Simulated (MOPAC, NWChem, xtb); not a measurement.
# SiH3F (SiFH3): the dipole moment, rung by rung

SiH3F: 5 atoms, total charge 0, spin state singlet. SMILES: `[H][Si]([H])([H])F`. The coordinates come from a GFN2-xTB relaxation.

Quantity: the dipole moment, in D. The values are calculated.

```tsv
level	kind	program	value (D)	CPU time
AM1	semi-empirical	MOPAC	1.79	under 2 s
PM3	semi-empirical	MOPAC	1.36	under 2 s
PM7	semi-empirical	MOPAC	2.31	under 2 s
GFN1-xTB	semi-empirical	xtb	1.37	under 2 s
HF/STO-3G	Hartree–Fock	NWChem	1.40	0.79 s
HF/3-21G	Hartree–Fock	NWChem	2.28	0.89 s
HF/def2-SVP	Hartree–Fock	NWChem	1.96	2 s
HF/6-311+G**	Hartree–Fock	NWChem	2.15	4.9 s
HF/def2-SVPD	Hartree–Fock	NWChem	1.85	4.4 s
B3LYP/6-31G* (spherical functions)	global hybrid	NWChem	1.63	6 s
```

The values span 1.36 to 2.31 D. Sets without polarisation functions give poor dipoles. CPU times are rough (shared hosts, several kinds of processor): they show what a rung costs within a factor of a few.
